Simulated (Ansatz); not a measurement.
**Ta3Si2: from a trial structure to a relaxed crystal**

Computed with DFT PBE, scalar-relativistic, plane waves, PAW (Ansatz 0.2.0). Cutoff 420 eV, Γ-centred k mesh, Gaussian smearing, no spin polarisation in the final step.

The start puts Ta3Si2 on the tetradymite structure type (R-3m, No. 166), with Si in place of Bi, Ta in place of Te, at a guessed volume.

```
Ta Si
1.0
     1.71466    0.98996    7.94831
    -1.71466    0.98996    7.94831
     0.00000   -1.97992    7.94831
Ta Si
3 2
Direct
  0.00000 0.00000 0.00000
  0.20950 0.20950 0.20950
  0.79050 0.79050 0.79050
  0.40000 0.40000 0.40000
  0.60000 0.60000 0.60000
```

Cell and atoms relax at zero pressure; the relaxation can't lower the symmetry of the start. After a coarse first stage the cell is made exact in the group found at 0.06 Å.

The zero of energy is the elements' standard structures at the same level; no fitted shifts are applied.

(1) Which crystal results?

(2) What are its volume, energy, density and gap?

Answers

(1) It keeps R-3m (No. 166). The result has the tetradymite structure. Conventional cell: a = 3.448 Å, c = 25.506 Å. Ta on Wyckoff site a (1 atom of the primitive cell) has 6 Si at 2.56 Å; Ta on Wyckoff site c (2 atoms of the primitive cell) is coordinated by 3 Si at 2.55 Å and 3 Ta at 2.89 Å; around Si lie 6 Ta at 2.55–2.56 Å.

```xyz
5
Lattice="1.7239 0.9953 8.5021 -1.7239 0.9953 8.5021 0.0000 -1.9906 8.5021" Properties=species:S:1:pos:R:3 pbc="T T T"
Ta    0.0000    0.0000    0.0000
Ta    0.0000    0.0000    5.2953
Ta    0.0000    0.0000   20.2110
Si    0.0000    0.0000   10.1120
Si    0.0000    0.0000   15.3943
```

(2) The volume per atom is 17.51 Å³ and the density is 11.36 g/cm³. The energy over the elements is -0.01 eV/atom and the gap on the 12×12×12 mesh is 0 eV (a metal).

The final run used a 12×12×12 mesh on its 5-atom cell and 0.10 eV smearing. The k mesh leaves about 4 meV/atom of noise in metals. Spin–orbit coupling is left out. A structure relaxed within its symmetry needn't be a true minimum.